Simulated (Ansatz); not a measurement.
Bend profile

AlSiH$_{6}$O (SMILES [OH2+][AlH][SiH3]) (charge +1), closed shell, at its PBE0-D4/def2-TZVP minimum:

O1  (-1.212, 0.774, -1.204)
Al2  (0.147, 1.009, 0.107)
Si3  (0.916, -1.158, 0.930)
H4  (-1.568, -0.070, -1.520)
H5  (-1.655, 1.506, -1.658)
H6  (0.233, 2.573, 0.136)
H7  (2.365, -1.247, 0.633)
H8  (0.142, -2.191, 0.195)
H9  (0.633, -1.196, 2.383)
(Å)

The angle H9–Si3–H7 (112.4° at the minimum) is set to the values below, H9, with anything bonded beyond it, turning rigidly in the plane of the angle. Each method's energies count from its own value at the PBE0-D4 minimum structure. Program: Ansatz 0.2.0. Basis: def2-TZVPP. Cores are frozen in the correlated methods.

CCSD(T) energies along the scan:
```csv
angle (°),CCSD(T) (kJ/mol)
88.4,33.0
94.4,18.4
100.4,8.1
106.4,2.0
112.4,0.0
118.4,2.1
124.4,8.2
130.4,18.3
136.4,32.5
```
They count from the CCSD(T) energy at the PBE0-D4 minimum.

Minimum and curvature along this coordinate at CCSD(T): A fifth-order fit through the nearest points gives 112.3°, with a curvature of about 1.2 meV/deg².

Largest difference from the CCSD(T) curve over the scan: r2SCAN-D4 1.9; HF 6.0; MP2 1.2 kJ/mol. Each curve counts from its own value at the minimum.

The T1 diagnostic stays at or below 0.013.

For scale, one of the runs: CCSD(T)/def2-TZVPP, 199 basis functions, launched by `ansatz run in.yaml --threads 2 --pin off --events-out ev --progress --plain --max-ram 4352MiB`. Hardware: 2 CPU threads of an Arm Neoverse V2, shared host. Wall time 27 s; peak host memory 2.2 GiB.
